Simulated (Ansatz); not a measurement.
B(PH3)H3 (BPH6), relaxed as a singlet with RKS PBE0-D4/def2-TZVP in Ansatz, starting from the GFN2-xTB geometry. Force threshold 0.02 eV/Å.

Start:

```tsv
atom	x (Å)	y (Å)	z (Å)
B1	-0.8077	0.4980	0.5659
P2	0.5877	-0.3599	-0.4098
H3	0.8257	-0.0334	-1.7361
H4	0.5781	-1.7347	-0.5908
H5	1.9067	-0.2708	0.0069
H6	-1.8001	0.2484	-0.0448
H7	-0.5183	1.6538	0.5614
H8	-0.7721	-0.0015	1.6474
```

Question: Estimate the energy that the relaxation releases and the steps that it takes.

Answer: 5.4 kJ/mol, in 4 steps; 2.5 s on 4 threads of Arm Neoverse V2 on a shared host. No frequencies were taken in this run, so the end may be a saddle point.

Question: Does the start keep its bonding and symmetry?

Answer: By distances, no bond broke or formed. The bond that changes most is P2–H5, from 1.39 to 1.41 Å (atoms count from 1). Point group C3v at the start, C3v at the end, both within 0.05 Å.

Question: Predict the relaxed structure.

Answer: 
Cartesian coordinates in Å:
```
B -0.8008 0.4933 0.5613
P 0.5965 -0.3666 -0.4175
H 0.7932 0.0112 -1.7599
H 0.5316 -1.7651 -0.5711
H 1.9153 -0.2408 0.0606
H -1.7982 0.2277 -0.0687
H -0.4913 1.6619 0.5412
H -0.7463 -0.0216 1.6540
```
Bond lengths: 1 × B–P 1.91 Å; 3 × B–H 1.21 Å; 3 × H–P 1.41 Å.
